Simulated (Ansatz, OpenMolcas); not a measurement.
# Exact exchange and the HOMO–LUMO gap of C2H5NO (N-methylformamide)

C2H5NO has 9 atoms, charge 0, and is taken as a singlet. As SMILES, `CNC=O`. The shape is that of a PBE0-D4/def2-TZVP optimisation. This is one conformer, not always the lowest.

The HOMO–LUMO gap y, in eV, basis cc-pVDZ; a is the functional's share of exact exchange. Programs: Ansatz 0.2.0, OpenMolcas 26.06.

```
functional     program     a  y (eV)
      TPSS  OpenMolcas     0    5.77
       PBE      Ansatz     0    5.49
     B3LYP      Ansatz   0.2    7.75
   r2SCAN0      Ansatz  0.25    8.72
      PBE0      Ansatz  0.25       ?
     BHLYP      Ansatz   0.5   10.87
```

Question: Fit y = c + s·a to the known rows and predict PBE0.

Answer: 
1. Means of the 5 rows: a = 0.1900, y = 7.720.
2. Σ(Δa)² = 0.172, Σ(Δa·Δy) = 1.831, so the slope is 1.831/0.172 = 10.645.
3. Intercept: 7.720 − (10.645) × 0.1900 = 5.697. The largest residual of the fit is 0.36.
4. PBE0: 5.697 + (10.645) × 0.25 = 8.36 eV.

The run gave 8.31 eV, so the prediction is off by +0.05 eV, within the scatter of the fit. Exact exchange lowers occupied levels and raises empty ones.
